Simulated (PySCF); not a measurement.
Run record: excited-state job, 3-methyl-1-butanethiol (`CC(C)CCS`).

Computed with TDDFT PBE0/def2-SVPD, vertical, gas phase, core orbitals frozen in the response (PySCF 2.14.0, density-fitted response routines). Geometry: GFN2-xTB. A driver script takes a list of jobs; this job's settings line and coordinates (Å) are shown.

Input:
```
{"job": {"kind": "uv", "xc": "PBE0", "basis": "def2-SVPD", "nstates": 8, "ntriplets": 3}, "charge": 0, "multiplicity": 1}
C     -0.906726     1.539329    -0.424661
C     -0.731233     0.067111    -0.060338
C     -1.916473    -0.742922    -0.582965
C      0.574219    -0.504755    -0.627909
C      1.814450     0.097531     0.011518
S      3.352926    -0.635550    -0.649410
H     -1.870829     1.899996    -0.073666
H     -0.132026     2.152813     0.027959
H     -0.866043     1.668516    -1.504328
H     -0.703277    -0.023497     1.031914
H     -1.821874    -1.791409    -0.309071
H     -2.847595    -0.364551    -0.167629
H     -1.971195    -0.674140    -1.667313
H      0.584627    -1.586093    -0.463385
H      0.607943    -0.332925    -1.706069
H      1.816577    -0.039216     1.093470
H      1.908344     1.158519    -0.213144
H      3.099425    -1.882440    -0.256151
```

Q: Give the output.

A: 
```
coarse grid: 14496 points
cycle   1  E = -595.2114683788  dE =  3.219e-01  |g| = 3.765e-01  |ddm| = 6.056e+00
cycle   2  E = -595.2077133378  dE =  3.755e-03  |g| = 4.109e-01  |ddm| = 1.421e+00
cycle   3  E = -595.2536070004  dE = -4.589e-02  |g| = 3.686e-02  |ddm| = 6.785e-01
cycle   4  E = -595.2538882834  dE = -2.813e-04  |g| = 1.963e-02  |ddm| = 1.227e-01
cycle   5  E = -595.2539885668  dE = -1.003e-04  |g| = 4.361e-03  |ddm| = 3.873e-02
cycle   6  E = -595.2539931053  dE = -4.538e-06  |g| = 9.817e-04  |ddm| = 1.004e-02
final grid: 132256 points
cycle   7  E = -595.3197516361  dE = -5.687e-05  |g| = 8.940e-03  |ddm| = 1.729e-01
cycle   8  E = -595.3197406812  dE =  1.095e-05  |g| = 1.089e-02  |ddm| = 3.364e-02
cycle   9  E = -595.3197727251  dE = -3.204e-05  |g| = 7.779e-04  |ddm| = 1.837e-02
cycle  10  E = -595.3197728822  dE = -1.571e-07  |g| = 2.498e-04  |ddm| = 2.064e-03
cycle  11  E = -595.3197728977  dE = -1.552e-08  |g| = 5.208e-05  |ddm| = 5.508e-04
cycle  12  E = -595.3197728983  dE = -5.862e-10  |g| = 2.124e-05  |ddm| = 1.425e-04
converged SCF energy = -595.3197728983

Static polarisability (au): isotropic 84.244, principal 72.297 78.979 101.456

Singlet excitations
state   eV       nm        f      main configurations
  1   5.4768    226.4   0.00636   H->L 0.89
  2   6.1558    201.4   0.03395   H->L+1 0.89
  3   6.8358    181.4   0.01356   H->L+2 0.41, H->L+3 0.20, H->L+4 0.14
  4   6.9118    179.4   0.00626   H->L+3 0.61, H->L+2 0.30
  5   7.0199    176.6   0.01986   H->L+4 0.72, H->L+2 0.12, H->L+3 0.11
  6   7.8055    158.8   0.00607   H->L+5 0.38, H->L+7 0.28, H-1->L 0.14
  7   7.8621    157.7   0.00961   H->L+5 0.49, H-1->L 0.21, H->L+7 0.19
  8   7.9130    156.7   0.02468   H-1->L 0.51, H->L+7 0.33

Triplet excitations (Tamm-Dancoff, eV): 5.0492 5.7036 6.7200
```

The SCF starts on a coarse grid where the log names one; the energy can jump when the final grid takes over, and dE then counts from the start density on the new grid. H and L stand for HOMO and LUMO; the number after each pair is its weight.

Q: How does the lowest singlet excitation compare with the HOMO–LUMO gap?

A: HOMO -6.75 eV and LUMO 0.26 eV give a gap of 7.01 eV; S1 at 5.48 eV lies 1.53 eV below it.

Q: Give S1 in cm⁻¹ and kJ/mol.

A: 5.4768 eV × 8065.54 = 44173 cm⁻¹; × 96.485 = 528.4 kJ/mol.

In short: HOMO -6.75 eV, LUMO 0.26 eV; lowest singlet 5.48 eV; lowest triplet 5.05 eV (Tamm–Dancoff); mean polarisability 84.2 au.

Q: Estimate the wall time. Hardware: one thread of an Arm Neoverse V1, on a shared host.

A: About 34 s.

One conformer stands for the species.
Labels such as C1 count atoms from 1, the log's own numbers from 0.
